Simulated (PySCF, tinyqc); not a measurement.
Inside a calculation. Method: RHF in the sto-3g basis, for H2O, spin multiplicity 1. The lowest restricted solution is unstable here: a spin-polarised one lies 0.0387 hartree lower (PySCF). Computed by tinyqc, a small Python program that keeps every step (integrals from PySCF). Settings: charge = 0, multiplicity = 1, basis = sto-3g, energy threshold = 1e-10, iteration cap = 55, orthogonalisation = symmetric, start = core, DIIS depth = 3, DIIS from iteration = 2, shift = 0.5, method = RHF. Command: `OMP_NUM_THREADS=1 python tinyqc.py 29996 29997 out.jsonl` (the two numbers bound the seeds that draw the settings). One thread of a shared host (Intel(R) Xeon(R) Processor @ 2.60GHz), about 0.09 s of CPU time with the checks. Later iterations appear only in the table of the cycle.

## One-electron integrals

Geometry (angstrom):

| atom | x | y | z |
|---|---|---|---|
| O | 0.00000 | 0.00000 | 0.00000 |
| H | 0.00000 | 1.15600 | 0.76900 |
| H | 0.00000 | -1.19500 | 0.79500 |

Basis sto-3g: exponents (1/bohr^2) and contraction coefficients of normalised primitives:

| element | l (shell) | exponent | coefficient |
|---|---|---|---|
| O | s (1) | 130.70932 | 0.15433 |
| O | s (1) | 23.80886 | 0.53533 |
| O | s (1) | 6.44361 | 0.44463 |
| O | s (2) | 5.03315 | -0.09997 |
| O | s (2) | 1.16960 | 0.39951 |
| O | s (2) | 0.38039 | 0.70012 |
| O | p (3) | 5.03315 | 0.15592 |
| O | p (3) | 1.16960 | 0.60768 |
| O | p (3) | 0.38039 | 0.39196 |
| H | s (1) | 3.42525 | 0.15433 |
| H | s (1) | 0.62391 | 0.53533 |
| H | s (1) | 0.16886 | 0.44463 |

Overlap, kinetic and nuclear-attraction integrals over the contracted functions; the nuclear repulsion is the sum of Za Zb / Rab.

nuclear repulsion = 6.2236988 hartree

overlap S, lower triangle:
```
          1O 1s    1O 2s   1O 2px    1O 2py   1O 2pz    2H 1s    3H 1s
1O 1s   1.00000
1O 2s   0.23670  1.00000
1O 2px  0.00000  0.00000  1.00000
1O 2py  0.00000  0.00000  0.00000   1.00000
1O 2pz  0.00000  0.00000  0.00000   0.00000  1.00000
2H 1s   0.01969  0.24192  0.00000   0.19458  0.12944  1.00000
3H 1s   0.01774  0.22300  0.00000  -0.18152  0.12076  0.06512  1.00000
```

kinetic energy T (hartree), lower triangle:
```
           1O 1s     1O 2s   1O 2px    1O 2py   1O 2pz     2H 1s    3H 1s
1O 1s   29.00320
1O 2s   -0.16801   0.80813
1O 2px   0.00000   0.00000  2.52873
1O 2py   0.00000   0.00000  0.00000   2.52873
1O 2pz   0.00000   0.00000  0.00000   0.00000  2.52873
2H 1s   -0.00629   0.00538  0.00000   0.05216  0.03470   0.76003
3H 1s   -0.00554  -0.00028  0.00000  -0.04185  0.02784  -0.01133  0.76003
```

nuclear attraction V (hartree), lower triangle:
```
            1O 1s     1O 2s    1O 2px    1O 2py    1O 2pz     2H 1s     3H 1s
1O 1s   -61.36828
1O 2s    -7.36057  -9.80137
1O 2px    0.00000   0.00000  -9.69797
1O 2py   -0.00039  -0.00485   0.00000  -9.76189
1O 2pz   -0.00791  -0.09941   0.00000  -0.00200  -9.72626
2H 1s    -0.62570  -1.69139   0.00000  -1.17263  -0.79606  -4.48099
3H 1s    -0.56375  -1.54253   0.00000   1.07690  -0.73184  -0.33200  -4.38547
```

core Hamiltonian H = T + V (hartree), lower triangle:
```
            1O 1s     1O 2s    1O 2px    1O 2py    1O 2pz     2H 1s     3H 1s
1O 1s   -32.36508
1O 2s    -7.52858  -8.99324
1O 2px    0.00000   0.00000  -7.16923
1O 2py   -0.00039  -0.00485   0.00000  -7.23316
1O 2pz   -0.00791  -0.09941   0.00000  -0.00200  -7.19753
2H 1s    -0.63199  -1.68600   0.00000  -1.12047  -0.76137  -3.72096
3H 1s    -0.56930  -1.54281   0.00000   1.03506  -0.70400  -0.34333  -3.62544
```

## Two-electron integrals

Functions are numbered as in S; the eight-fold symmetry (ij|kl) = (ji|kl) = (kl|ij) leaves the list below.

Two-electron integrals (ij|kl) in chemists' order, unique and non-zero (hartree):
```
(11|11) 4.78507     (21|11) 0.74138     (21|21) 0.13687     (22|11) 1.11895
(22|21) 0.25663     (22|22) 0.81721     (31|31) 0.02448     (32|31) 0.03781
(32|32) 0.18052     (33|11) 1.11581     (33|21) 0.25668     (33|22) 0.81702
(33|33) 0.88016     (41|41) 0.02448     (42|41) 0.03781     (42|42) 0.18052
(43|43) 0.04744     (44|11) 1.11581     (44|21) 0.25668     (44|22) 0.81702
(44|33) 0.78527     (44|44) 0.88016     (51|51) 0.02448     (52|51) 0.03781
(52|52) 0.18052     (53|53) 0.04744     (54|54) 0.04744     (55|11) 1.11581
(55|21) 0.25668     (55|22) 0.81702     (55|33) 0.78527     (55|44) 0.78527
(55|55) 0.88016     (61|11) 0.06232     (61|21) 0.01142     (61|22) 0.02133
(61|33) 0.02129     (61|41) 0.00041     (61|42) 0.00077     (61|44) 0.02137
(61|51) 0.00027     (61|52) 0.00052     (61|54) 0.00005     (61|55) 0.02133
(61|61) 0.00096     (62|11) 0.18173     (62|21) 0.04234     (62|22) 0.15330
(62|33) 0.15056     (62|41) 0.00260     (62|42) 0.02162     (62|44) 0.15615
(62|51) 0.00173     (62|52) 0.01438     (62|54) 0.00372     (62|55) 0.15303
(62|61) 0.00361     (62|62) 0.03862     (63|31) 0.00404     (63|32) 0.02491
(63|43) 0.00426     (63|53) 0.00283     (63|63) 0.00500     (64|11) 0.12034
(64|21) 0.02836     (64|22) 0.10978     (64|33) 0.10511     (64|41) 0.00552
(64|42) 0.03908     (64|44) 0.11735     (64|51) 0.00098     (64|52) 0.00943
(64|54) 0.00531     (64|55) 0.10676     (64|61) 0.00250     (64|62) 0.03372
(64|64) 0.03415     (65|11) 0.08005     (65|21) 0.01887     (65|22) 0.07303
(65|33) 0.06992     (65|41) 0.00098     (65|42) 0.00943     (65|44) 0.07240
(65|51) 0.00469     (65|52) 0.03118     (65|54) 0.00591     (65|55) 0.07668
(65|61) 0.00166     (65|62) 0.02243     (65|64) 0.01940     (65|65) 0.01790
(66|11) 0.37857     (66|21) 0.08955     (66|22) 0.37383     (66|33) 0.36135
(66|41) 0.00584     (66|42) 0.06938     (66|44) 0.38707     (66|51) 0.00389
(66|52) 0.04615     (66|54) 0.01711     (66|55) 0.37273     (66|61) 0.00765
(66|62) 0.12996     (66|64) 0.13020     (66|65) 0.08661     (66|66) 0.77461
(71|11) 0.05615     (71|21) 0.01029     (71|22) 0.01921     (71|33) 0.01918
(71|41) -0.00036    (71|42) -0.00069    (71|44) 0.01925     (71|51) 0.00024
(71|52) 0.00046     (71|54) -4.56e-05   (71|55) 0.01921     (71|61) 0.00086
(71|62) 0.00314     (71|64) 0.00203     (71|65) 0.00145     (71|66) 0.00664
(71|71) 0.00078     (72|11) 0.16582     (72|21) 0.03864     (72|22) 0.14019
(72|33) 0.13770     (72|41) -0.00236    (72|42) -0.01979    (72|44) 0.14278
(72|51) 0.00157     (72|52) 0.01317     (72|54) -0.00338    (72|55) 0.13995
(72|61) 0.00318     (72|62) 0.02652     (72|64) 0.01648     (72|65) 0.01493
(72|66) 0.06954     (72|71) 0.00296     (72|72) 0.03255     (73|31) 0.00366
(73|32) 0.02268     (73|43) -0.00389    (73|53) 0.00259     (73|63) 0.00324
(73|73) 0.00418     (74|11) -0.11071    (74|21) -0.02609    (74|22) -0.10125
(74|33) -0.09698    (74|41) 0.00501     (74|42) 0.03567     (74|44) -0.10816
(74|51) -0.00089    (74|52) -0.00864    (74|54) 0.00485     (74|55) -0.09849
(74|61) -0.00208    (74|62) -0.01668    (74|64) -0.00753    (74|65) -0.00926
(74|66) -0.04262    (74|71) -0.00207    (74|72) -0.02868    (74|74) 0.02920
(75|11) 0.07365     (75|21) 0.01736     (75|22) 0.06736     (75|33) 0.06452
(75|41) -0.00089    (75|42) -0.00864    (75|44) 0.06678     (75|51) 0.00426
(75|52) 0.02843     (75|54) -0.00539    (75|55) 0.07069     (75|61) 0.00148
(75|62) 0.01504     (75|64) 0.00923     (75|65) 0.01158     (75|66) 0.04253
(75|71) 0.00137     (75|72) 0.01908     (75|74) -0.01664    (75|75) 0.01526
(76|11) 0.03347     (76|21) 0.00787     (76|22) 0.03114     (76|33) 0.03047
(76|41) -4.28e-06   (76|42) -0.00006    (76|44) 0.03107     (76|51) 0.00050
(76|52) 0.00510     (76|54) -9.97e-06   (76|55) 0.03184     (76|61) 0.00066
(76|62) 0.00773     (76|64) 0.00595     (76|65) 0.00510     (76|66) 0.02784
(76|71) 0.00060     (76|72) 0.00715     (76|74) -0.00560    (76|75) 0.00476
(76|76) 0.00208     (77|11) 0.36665     (77|21) 0.08674     (77|22) 0.36278
(77|33) 0.35108     (77|41) -0.00551    (77|42) -0.06595    (77|44) 0.37519
(77|51) 0.00366     (77|52) 0.04387     (77|54) -0.01604    (77|55) 0.36175
(77|61) 0.00714     (77|62) 0.07390     (77|64) 0.04495     (77|65) 0.04477
(77|66) 0.22488     (77|71) 0.00667     (77|72) 0.11719     (77|74) -0.11865
(77|75) 0.07893     (77|76) 0.02784     (77|77) 0.77461
```

## Orthogonalisation

S = U s U^T; symmetric (Loewdin) form X = U s^(-1/2) U^T, so that X^T S X = 1.

eigenvalues of S: 0.60131  0.70067  0.89992  1.00000  1.09400  1.23486  1.46924

X, lower triangle:
```
           1O 1s     1O 2s   1O 2px    1O 2py    1O 2pz     2H 1s    3H 1s
1O 1s    1.02266
1O 2s   -0.12814   1.06696
1O 2px   0.00000   0.00000  1.00000
1O 2py  -0.00033   0.00300  0.00000   1.02975
1O 2pz  -0.00284   0.02361  0.00000   0.00145   1.01237
2H 1s    0.01306  -0.12989  0.00000  -0.10786  -0.06797   1.04735
3H 1s    0.01202  -0.11781  0.00000   0.09993  -0.06243  -0.02198  1.04027
```

## Starting guess

The start is the orbitals of the core Hamiltonian; D = 2 C_occ C_occ^T.

D at the start, lower triangle:
```
           1O 1s     1O 2s   1O 2px    1O 2py    1O 2pz    2H 1s    3H 1s
1O 1s    2.12326
1O 2s   -0.52664   2.24861
1O 2px   0.00000   0.00000  2.00000
1O 2py  -0.00168   0.00950  0.00000   2.10532
1O 2pz  -0.01416   0.07653  0.00000   0.00502   2.04373
2H 1s    0.04048  -0.16848  0.00000  -0.18326  -0.11498  0.03426
3H 1s    0.03691  -0.15331  0.00000   0.17008  -0.10614  0.00209  0.02933
```

## Iteration 1: building the Fock matrix

J_ij = sum D_kl (ij|kl), K_ij = sum D_kl (ik|jl); F = H + J - 0.5 K; E = tr D H + tr D J / 2 - 0.25 tr D K + E_nn.

Coulomb J (hartree), lower triangle:
```
           1O 1s    1O 2s   1O 2px    1O 2py   1O 2pz    2H 1s    3H 1s
1O 1s   18.56148
1O 2s    3.53933  8.79331
1O 2px   0.00000  0.00000  8.78611
1O 2py   0.00017  0.00002  0.00000   8.78492
1O 2pz   0.00167  0.00104  0.00000  -0.00013  8.78547
2H 1s    0.29560  1.59080  0.00000   1.11838  0.74374  3.73597
3H 1s    0.26630  1.45432  0.00000  -1.03129  0.68583  0.31579  3.62635
```

exchange K (hartree), lower triangle:
```
          1O 1s    1O 2s   1O 2px    1O 2py   1O 2pz    2H 1s    3H 1s
1O 1s   9.83919
1O 2s   1.71567  2.86117
1O 2px  0.00000  0.00000  2.35671
1O 2py  0.00007  0.00025  0.00000   2.35958
1O 2pz  0.00065  0.00452  0.00000  -0.00014  2.35758
2H 1s   0.15314  0.44352  0.00000   0.23182  0.15394  0.12230
3H 1s   0.13813  0.40518  0.00000  -0.21385  0.14180  0.05472  0.10389
```

Fock matrix F (hartree), lower triangle:
```
            1O 1s     1O 2s   1O 2px    1O 2py    1O 2pz     2H 1s     3H 1s
1O 1s   -18.72320
1O 2s    -4.84708  -1.63052
1O 2px    0.00000   0.00000  0.43852
1O 2py   -0.00026  -0.00496  0.00000   0.37197
1O 2pz   -0.00657  -0.10063  0.00000  -0.00206   0.40915
2H 1s    -0.41296  -0.31696  0.00000  -0.11800  -0.09459  -0.04614
3H 1s    -0.37206  -0.29109  0.00000   0.11069  -0.08908  -0.05490  -0.05104
```

total energy of this density = -73.3184208 hartree

## Iteration 1: diagonalisation and new density

A level shift of 0.5 hartree raises the virtual space: F + shift (S - S D(s) S), with D(s) the density of one spin (D/2). Diagonalise F' = X^T F X, C = X C', fill 5 alpha and 5 beta electrons from the bottom; D = 2 C_occ C_occ^T. Each column has its largest component positive (the first on a tie).

F' = X^T F X (hartree), lower triangle:
```
           1         2        3         4         5         6        7
1  -18.35591
2   -2.60840  -0.70679
3    0.00000   0.00000  0.43852
4   -0.00120   0.00033  0.00000   0.44382
5   -0.00935  -0.05712  0.00000   0.00125   0.43927
6   -0.01629  -0.20202  0.00000  -0.18348  -0.12197   0.55428
7   -0.01118  -0.18302  0.00000   0.17019  -0.11224  -0.02178  0.53386
```

orbital energies (hartree): MO1 -18.73354, MO2 -0.41774, MO3 0.24748, MO4 0.36389, MO5 0.43852, MO6 0.68260, MO7 0.76584

coefficients C:
```
             MO1       MO2       MO3       MO4      MO5       MO6       MO7
1O 1s    0.99380  -0.25575   0.00350   0.07139  0.00000   0.06443   0.01627
1O 2s    0.02552   0.97219  -0.01647  -0.32816  0.00000  -0.35217  -0.09136
1O 2px   0.00000   0.00000   0.00000   0.00000  1.00000   0.00000   0.00000
1O 2py   0.00011   0.00568   0.71903  -0.00361  0.00000   0.15200  -0.73611
1O 2pz   0.00123   0.11451   0.01023   0.80895  0.00000  -0.59303  -0.12117
2H 1s   -0.00334   0.08657   0.38160   0.30386  0.00000   0.51634   0.78654
3H 1s   -0.00306   0.08094  -0.38581   0.32511  0.00000   0.77305  -0.50182
```

D after iteration 1, lower triangle:
```
           1O 1s     1O 2s   1O 2px    1O 2py   1O 2pz     2H 1s    3H 1s
1O 1s    2.11630
1O 2s   -0.49352   2.10754
1O 2px   0.00000   0.00000  2.00000
1O 2py   0.00183  -0.01026  0.00000   1.03410
1O 2pz   0.05946  -0.30856  0.00000   0.01016  1.33523
2H 1s   -0.00487  -0.04386  0.00000   0.54754  0.51924   0.49090
3H 1s   -0.00376  -0.04344  0.00000  -0.55625  0.53663  -0.08284  0.52222
```

## Iteration 2: building the Fock matrix

As before.

Coulomb J (hartree), lower triangle:
```
           1O 1s     1O 2s   1O 2px    1O 2py   1O 2pz    2H 1s    3H 1s
1O 1s   17.38598
1O 2s    3.27529   8.12968
1O 2px   0.00000   0.00000  8.14584
1O 2py  -0.00018  -0.00049  0.00000   8.10923
1O 2pz  -0.00546   0.01824  0.00000   0.00172  8.11042
2H 1s    0.27355   1.51404  0.00000   1.08359  0.72736  3.89333
3H 1s    0.24644   1.38542  0.00000  -1.00079  0.67153  0.31089  3.80836
```

exchange K (hartree), lower triangle:
```
          1O 1s     1O 2s   1O 2px    1O 2py   1O 2pz    2H 1s    3H 1s
1O 1s   9.78950
1O 2s   1.65696   2.62740
1O 2px  0.00000   0.00000  2.28224
1O 2py  0.00019  -0.00065  0.00000   1.74956
1O 2pz  0.00313  -0.07941  0.00000   0.01467  1.89162
2H 1s   0.14848   0.55450  0.00000   0.46909  0.36717  0.73111
3H 1s   0.13420   0.51201  0.00000  -0.44890  0.35429  0.07145  0.72050
```

Fock matrix F (hartree), lower triangle:
```
            1O 1s     1O 2s    1O 2px    1O 2py    1O 2pz     2H 1s     3H 1s
1O 1s   -19.87385
1O 2s    -5.08177  -2.17726
1O 2px    0.00000   0.00000  -0.16452
1O 2py   -0.00067  -0.00501   0.00000   0.00129
1O 2pz   -0.01494  -0.04147   0.00000  -0.00762  -0.03292
2H 1s    -0.43268  -0.44921   0.00000  -0.27143  -0.21760  -0.19319
3H 1s    -0.38995  -0.41340   0.00000   0.25872  -0.20962  -0.06817  -0.17733
```

total energy of this density = -74.6713197 hartree

## Iteration 2: diagonalisation and new density

As before.

F' = X^T F X (hartree), lower triangle:
```
           1         2         3         4         5        6        7
1  -19.50654
2   -2.64791  -1.20254
3    0.00000   0.00000  -0.16452
4   -0.00198   0.00378   0.00000   0.30312
5   -0.03426   0.07956   0.00000  -0.00663   0.15418
6   -0.00624  -0.29898   0.00000  -0.46177  -0.36568  0.29931
7   -0.00177  -0.27457   0.00000   0.44933  -0.36024  0.00030  0.28912
```

orbital energies (hartree): MO1 -19.88212, MO2 -0.96226, MO3 -0.34582, MO4 -0.23758, MO5 -0.16452, MO6 0.82076, MO7 0.94366

coefficients C:
```
             MO1       MO2       MO3       MO4      MO5       MO6       MO7
1O 1s    0.99458  -0.24943   0.00722   0.07696  0.00000  -0.07158  -0.00819
1O 2s    0.02243   0.95233  -0.03417  -0.36483  0.00000   0.37730   0.04577
1O 2px   0.00000   0.00000   0.00000   0.00000  1.00000   0.00000   0.00000
1O 2py   0.00012   0.00656   0.62085  -0.02292  0.00000  -0.06067   0.83205
1O 2pz   0.00144   0.07556   0.03284   0.73761  0.00000   0.69321   0.05074
2H 1s   -0.00292   0.12418   0.47282   0.35879  0.00000  -0.57420  -0.65825
3H 1s   -0.00266   0.11301  -0.44893   0.40973  0.00000  -0.65373   0.54862
```

D after iteration 2, lower triangle:
```
           1O 1s     1O 2s   1O 2px    1O 2py   1O 2pz     2H 1s    3H 1s
1O 1s    2.11475
1O 2s   -0.48711   2.08339
1O 2px   0.00000   0.00000  2.00000
1O 2py   0.00240  -0.01320  0.00000   0.77203
1O 2pz   0.07917  -0.39646  0.00000   0.00795  1.10172
2H 1s   -0.00572  -0.05772  0.00000   0.57227  0.57910   0.73542
3H 1s   -0.00508  -0.05316  0.00000  -0.57473  0.59204  -0.10243  0.76440
```

## Iteration 14 (converged): orbitals

converged F (hartree), lower triangle:
```
            1O 1s     1O 2s    1O 2px    1O 2py    1O 2pz     2H 1s     3H 1s
1O 1s   -20.28667
1O 2s    -5.16692  -2.37730
1O 2px    0.00000   0.00000  -0.39213
1O 2py   -0.00064  -0.00337   0.00000  -0.13242
1O 2pz   -0.01810  -0.01282   0.00000  -0.00538  -0.18045
2H 1s    -0.43955  -0.48314   0.00000  -0.28992  -0.23216  -0.23311
3H 1s    -0.39611  -0.44525   0.00000   0.27553  -0.22347  -0.07562  -0.21402
```

Diagonalise F' = X^T F X, C = X C', fill 5 alpha and 5 beta electrons from the bottom; D = 2 C_occ C_occ^T. Each column has its largest component positive (the first on a tie).

F' = X^T F X (hartree), lower triangle:
```
           1         2         3         4         5         6         7
1  -19.91966
2   -2.65874  -1.41454
3    0.00000   0.00000  -0.39213
4   -0.00193   0.00355   0.00000  -0.02253
5   -0.03456   0.06137   0.00000  -0.00089  -0.12606
6   -0.01411  -0.24892   0.00000  -0.29316  -0.22135  -0.06479
7   -0.00891  -0.22913   0.00000   0.27859  -0.21233  -0.02089  -0.06769
```

orbital energies (hartree): MO1 -20.29432, MO2 -1.14570, MO3 -0.43887, MO4 -0.39213, MO5 -0.37327, MO6 0.26507, MO7 0.37181

coefficients C:
```
             MO1       MO2       MO3      MO4       MO5       MO6       MO7
1O 1s    0.99483  -0.25193   0.00905  0.00000   0.06276  -0.07271  -0.01031
1O 2s    0.02144   0.96834  -0.04542  0.00000  -0.31260   0.38078   0.05677
1O 2px   0.00000   0.00000   0.00000  1.00000   0.00000   0.00000   0.00000
1O 2py   0.00011   0.00370   0.60996  0.00000  -0.05538  -0.08426   0.83653
1O 2pz   0.00152   0.02601   0.06702  0.00000   0.72889   0.70137   0.07486
2H 1s   -0.00279   0.10621   0.50078  0.00000   0.35032  -0.54680  -0.66853
3H 1s   -0.00254   0.09783  -0.43031  0.00000   0.44456  -0.66496   0.52535
```

D after iteration 14, lower triangle:
```
           1O 1s     1O 2s   1O 2px    1O 2py   1O 2pz     2H 1s    3H 1s
1O 1s    2.11435
1O 2s   -0.48533   2.07586
1O 2px   0.00000   0.00000  2.00000
1O 2py   0.00245  -0.01362  0.00000   0.75026
1O 2pz   0.08263  -0.41135  0.00000   0.00122  1.07291
2H 1s   -0.00603  -0.05894  0.00000   0.57289  0.58333   0.76958
3H 1s   -0.00634  -0.04948  0.00000  -0.57346  0.59547  -0.09871  0.78475
```

## Convergence

Stop when the energy changes by less than 1e-10 hartree and every element of the error matrix X^T (F D S - S D F) X is below 3e-06.

Course of the cycle:

| iteration | E (hartree) | change | largest element of the error matrix |
|---|---|---|---|
| 1 | -73.3184208 | - | 3.62e-01 |
| 2 | -74.6713197 | -1.35e+00 | 2.26e-01 |
| 3 | -74.7552821 | -8.40e-02 | 2.36e-02 |
| 4 | -74.7560607 | -7.79e-04 | 1.03e-02 |
| 5 | -74.7561906 | -1.30e-04 | 4.48e-03 |
| 6 | -74.7562119 | -2.13e-05 | 1.94e-03 |
| 7 | -74.7562158 | -3.95e-06 | 8.67e-04 |
| 8 | -74.7562167 | -8.99e-07 | 3.95e-04 |
| 9 | -74.7562169 | -2.29e-07 | 1.74e-04 |
| 10 | -74.7562170 | -4.84e-08 | 7.39e-05 |
| 11 | -74.7562170 | -9.07e-09 | 3.13e-05 |
| 12 | -74.7562170 | -1.50e-09 | 1.27e-05 |
| 13 | -74.7562170 | -2.44e-10 | 5.39e-06 |
| 14 | -74.7562170 | -4.43e-11 | 2.42e-06 |

PySCF RHF in the same basis = -74.7562170 hartree

Converged in 14 iterations.

## Populations, bond orders and dipole

Mulliken: Z minus the diagonal of D S on the atom; Loewdin: the same with S^(1/2) D S^(1/2); Mayer order: 2 sum_s sum (D(s) S)_ij (D(s) S)_ji over the two atoms.

Charges (e):

| atom | Mulliken | Loewdin |
|---|---|---|
| 1O | -0.12107 | -0.09632 |
| 2H | 0.06425 | 0.05087 |
| 3H | 0.05682 | 0.04545 |

Mayer bond orders:

| pair | order |
|---|---|
| 2-1 | 0.98689 |
| 3-1 | 0.98779 |
| 3-2 | 0.00899 |

dipole moment about the origin, x y z (debye): 0.00000  0.03449  1.09177
